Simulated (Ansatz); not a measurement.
# C2HSi: the cost of one run

The runs use Ansatz 0.2.0, Gaussian basis; cc-pVTZ, core rule «outside noble gas», up to 7 orbitals frozen.

Plan: UHF; CCSD(T) on RHF; CCSD(T) on UHF; BCCD(T) on RHF; CCSDT(Q) on RHF; CCSDT(Q) on UHF.

5 further runs of the same task are left out: 5 set aside as unsound or not needed.

## (1) The system

The geometry is a PBE0/def2-TZVP stationary point (not a proven minimum) of the parent state, kept for this charge and spin.

4 atoms, charge 1, spin multiplicity 1.

Atoms are counted from 1 here; the program's logs count them from 0.

Bond lengths: C1–Si2 1.809 Å, Si2–C3 1.662 Å, C3–H4 1.076 Å. Angles: C1–Si2–C3 147.7°, Si2–C3–H4 159.6°.

## (2) UHF

File in.yaml:

```yaml
crystal:
  periodic: [false, false, false]
  atoms:
    - {symbol: C, position_ang: [-0.012455, -0.277117, 1.755797]}
    - {symbol: Si, position_ang: [-0.004451, 0.227208, 0.018184]}
    - {symbol: C, position_ang: [0.039031, -0.233056, -1.577710]}
    - {symbol: H, position_ang: [-0.192654, -0.251725, -2.628772]}
basis:
  gaussian: {orbitals: cc-pVTZ}
total_charge: 1
magnetization: {spin_polarized: true, initial_magnetization: 0}
hamiltonian: {xc: hf}
output: {orbitals: {seedname: orbitals}}
```

Run with:

```bash
$ ansatz run in.yaml --threads 1 --pin off --events-out ev --progress --plain --max-ram 4096MiB --backend cpu
```

What time and memory should one allow on 1 thread of AMD EPYC 7R13, shared host?

About 20 s, with a peak of 0.25 GiB.
